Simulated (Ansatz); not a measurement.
Series CXY, Y = methyl, computed as singlets and as triplets. All species are isolated molecules in the gas phase. One relaxed conformer stands for each flexible species; it need not be the lowest. Strings in code marks are SMILES.

Quantity: adiabatic spin-state energy, in kcal/mol. The DFT solution of `C[C][AlH2]` is unstable or spin-contaminated; the geometry comes from it. HF references are unrestricted for open shells and restricted for singlets. The restricted reference of `C[C]F` and `C[C][AlH2]` is unstable towards unrestricted orbitals.

Level 1: frozen-core CCSDT(Q)/6-31g // B3LYP-D3(BJ)/def2-TZVP (Ansatz, a quantum-chemistry and plane-wave program)
Level 2: LDA/cc-pVTZ // B3LYP-D3(BJ)/def2-TZVP (Ansatz)
Level 3: PBE/cc-pVTZ // B3LYP-D3(BJ)/def2-TZVP (Ansatz)
Level 4: r2SCAN0/cc-pVTZ // B3LYP-D3(BJ)/def2-TZVP (Ansatz)

```csv
species,level 2,level 3,level 4
`C[C]N`: multiplicity 3 minus multiplicity 1,39.6,34.8,27.7
`C[C]F`: multiplicity 3 minus multiplicity 1,20.1,16.7,8.36
`C[C][AlH2]`: multiplicity 3 minus multiplicity 1,-7.19,-12.3,-21.2
```

Question: What does level 1 give for each?

Answer: 
- `C[C]N`: multiplicity 3 minus multiplicity 1: 29.8
- `C[C]F`: multiplicity 3 minus multiplicity 1: 8.95
- `C[C][AlH2]`: multiplicity 3 minus multiplicity 1: -17.7
